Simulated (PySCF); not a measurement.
**[NH2]− (SMILES [NH2-]) at PBE0/6-31G**

What is the vertical ionisation energy of [NH2]− at PBE0/6-31G? Input form: a Python script.

The calculation is run with PySCF 2.14.0.

13 further runs of the same task are left out: 2 that didn't finish, 11 set aside as unsound or not needed.

### 1 The structure to begin with

[NH2]− has 3 atoms, charge -1, and is taken as a singlet. As SMILES, `[NH2-]`. The shape is that of a PBE0-D4/def2-TZVPD optimisation.

Bond lengths: N1–H2 1.027 Å, N1–H3 1.027 Å. Angles: H2–N1–H3 101.8°.

### 2 The energy at PBE0/6-31G

start.xyz

```xyz
3
H2N
N      0.342200    -0.203000     0.168700
H      0.125500     0.801200     0.156000
H     -0.467700    -0.598200    -0.324700
```

input.py

```python
# [NH2-]
from pyscf import gto, dft

mol = gto.Mole()
mol.atom = 'start.xyz'
mol.verbose = 3
mol.max_memory = 1860
mol.charge = -1
mol.basis = '6-31g'
mol.build()

myscf = dft.RKS(mol)
myscf.xc = 'pbe0'
myscf.grids.level = 5
myscf.conv_tol = 1e-10
myscf.kernel()
if not myscf.converged:
    myscf = myscf.newton().run(myscf.mo_coeff, myscf.mo_occ)

energy = myscf.e_tot
print(f'total energy: {energy:.8f} hartree')
```

The run is started by

```
$ OMP_NUM_THREADS=1 python input.py
```

The program printed:

```text
converged SCF energy = -55.7502098321277
total energy: -55.75020983 hartree
```

It took 1.4 s on 1 thread of Arm Neoverse V1, shared host; peak memory 0.15 GiB.

### 3 Doublet neutral NH2, same level

run.py

```python
from pyscf import gto, dft

mol = gto.M(
    atom=[
    ('N', (0.342200, -0.203000, 0.168700)),
    ('H', (0.125500, 0.801200, 0.156000)),
    ('H', (-0.467700, -0.598200, -0.324700)),
],
    basis='6-31g',
    max_memory=1860,
    verbose=3,
    spin=1,
)

calc0 = dft.UKS(mol)
calc0.xc = 'pbe0'
calc0.grids.level = 5
calc0.conv_tol = 1e-10
calc0.kernel()
if not calc0.converged:
    calc0 = calc0.newton().run(calc0.mo_coeff, calc0.mo_occ)

e_tot = calc0.e_tot
print('E = %.10f Eh' % e_tot)
```

The run is started by

```
$ OMP_NUM_THREADS=1 python run.py
```

The program printed:

```text
converged SCF energy = -55.7831166533842  <S^2> = 0.7521835  2S+1 = 2.0021823
E = -55.7831166534 Eh
```

It took 1.9 s on 1 thread of Arm Neoverse V1, shared host; peak memory 0.16 GiB.

### 4 What came out

Level: PBE0/6-31G.

```
                                                             quantity         value
                                         singlet [NH2]−: total energy  -55.75021 Eh
                                          singlet [NH2]−: HOMO energy       4.17 eV
                                          singlet [NH2]−: LUMO energy      10.65 eV
singlet [NH2]−: HOMO–LUMO gap (to an unbound level, set by the basis)       6.48 eV
                                    doublet neutral NH2: total energy  -55.78312 Eh
                                   doublet neutral NH2: dipole moment        2.37 D
              doublet neutral NH2: HOMO energy (highest over α and β)      -7.96 eV
               doublet neutral NH2: LUMO energy (lowest over α and β)      -2.23 eV
                                            doublet neutral NH2: ⟨S²⟩         0.752
                  vertical detachment energy (to the doublet neutral)     -0.895 eV
```

What this shows: The species is unbound against losing an electron at this level, by 0.90 eV (−20.6 kcal/mol); missing correlation or diffuse functions can give that sign where the real anion is bound. Mulliken charges (singlet [NH2]−) run from -1.12 on N1 to +0.06 on H2; they depend strongly on the basis. The HOMO (singlet [NH2]−) lies at positive energy, 4.17 eV; only total energies tell whether the electron is bound.
